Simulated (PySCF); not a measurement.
# Spin-Hamiltonian simulation

Molecule: `O(C=C=C)C`, C4H6O.

Bonds (- single, = double, # triple, : aromatic): C1=C2 1.308 Å, C2=C3 1.315 Å, C3-O4 1.355 Å, O4-C5 1.401 Å. C1 carries H6, H7; C3 carries H8; C5 carries H9, H10, H11.

Theoretical values (PySCF 2.14.0 with density-fitted response routines): B3LYP/pcJ-1 coupling constants (without the spin–dipole term), σ from GIAO-B3LYP/pcSseg-2, geometry from PBE0-D3(BJ)/def2-SVP. In vacuum, rapidly exchanging positions averaged, a single conformation, non-relativistic.

Scale: $^{1}$H against TMS (reference shieldings calculated alike).

Shifts (ppm): H6/H7 5.55, H8 6.50.
Couplings (Hz): H6–H7: -10.9; H6–H8, H7–H8: -7.9.

The 3-spin Hamiltonian (Zeeman plus full scalar coupling among like nuclei) was diagonalised exactly; lines are Lorentzian, 1.0 Hz wide, and the maxima above 3 % are listed with the tallest set to 100.

Problem. Give the $^{1}$H peak list of this spin system at 60 MHz.

Solution. 
Hz from δ = 0 (height): 398.4 (20), 391.1 (29), 390.1 (31), 382.7 (34), 337.2 (100), 329.6 (64), 329.2 (63)

Problem. And at 600 MHz?

Solution. 
Hz from δ = 0 (height): 3908.0 (24), 3900.1 (49), 3892.2 (26), 3339.9 (100), 3332.1 (97)

Problem. Among coupled protons with different shifts, which pair is furthest from first order, and how does the field change that?

Solution. H6 and H8: Δν/J is about 7.2 at 60 MHz (intermediate, with clear roofing) and 72.2 at 600 MHz (close to first order). J in Hz doesn't depend on the field, while Δν in Hz grows in proportion to it.
